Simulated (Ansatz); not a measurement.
1T (CdI2-type) HfS2 was calculated with rVV10 in Ansatz (PAW).

Settings: plane-wave cutoff 520 eV, 12×12×6 k mesh (along the axes of the cell as run), Fermi–Dirac smearing 0.01 eV, scalar-relativistic PAW data made under PBE.

Computed at the level's own relaxed cell.

**Question.** Predict the c axis length, bulk modulus B0, band gap and equilibrium volume per atom.

**Answer.** 
- c axis length: 5.851 Å
- bulk modulus B0: 32.8 GPa
- band gap: 0.98 eV
- equilibrium volume per atom: 22.72 Å³/atom

Measured, for comparison: band gap 1.8 eV (temperature not stated, no zero-point or thermal correction, fundamental, indirect, our sources range from 1.80 to 1.96; as tabulated in Rybak et al. (2022), arXiv:2210.12074); lattice parameter c 5.83 Å (temperature not stated, zero-point anharmonic expansion removed (computed with revB86b-DF2); no thermal correction; as tabulated in Björkman (2014), arXiv:1406.2436). Computed (rounded) less measured: lattice parameter c +0.4 %.

Note: the bulk modulus comes from volumes at which shape and atoms were relaxed.

Spin–orbit coupling is not included.

Ansatz is an electronic-structure program.
